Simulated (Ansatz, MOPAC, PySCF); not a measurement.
Molecule: CN, net charge 0, doublet state. SMILES: [C]#N
Structure (B3LYP-D3(BJ)/def2-TZVP (Ansatz, a program for electronic structure) minimum search):
```
C
N 1 1.1622
```
Charge 0, spin multiplicity 2.

Unscaled harmonic wavenumbers (cm⁻¹) in rising order, each level at the stationary point that it reaches from this structure (no distance between atoms moves by over 0.3 Å); the order of modes can differ between levels, and a negative number is imaginary. B3LYP-D3(BJ)/def2-TZVP (PySCF, at the structure above): 2153.

AM1 (MOPAC): 2388. Zero-point energy 3.4 against 3.1 kcal/mol; where all levels lie over 400 cm⁻¹, the wavenumbers are on average 1.109 times those of B3LYP-D3(BJ)/def2-TZVP.

PM6 (MOPAC): 2264. Zero-point energy 3.2 against 3.1 kcal/mol; where all levels lie over 400 cm⁻¹, the wavenumbers are on average 1.052 times those of B3LYP-D3(BJ)/def2-TZVP.

HF/6-31G* (Ansatz): 1981. Zero-point energy 2.8 against 3.1 kcal/mol; where all levels lie over 400 cm⁻¹, the wavenumbers are on average 0.920 times those of B3LYP-D3(BJ)/def2-TZVP.
